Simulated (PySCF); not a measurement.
**Cl, SMILES `[Cl]` (charge 0, multiplicity 2)**

The numbers are results of TPSSh-D3(BJ)/def2-TZVP in PySCF 2.14.0, not measurements.

```yaml
highest_occupied_spin_orbital: -8.78 eV
dipole_moment: 0.00 D
total_energy: -460.1642 Ha
cost: around 2.6 core-seconds (rough)
```

```xyz
1

Cl     0.0000     0.0000     0.0000
```
Charge 0, spin multiplicity 2.
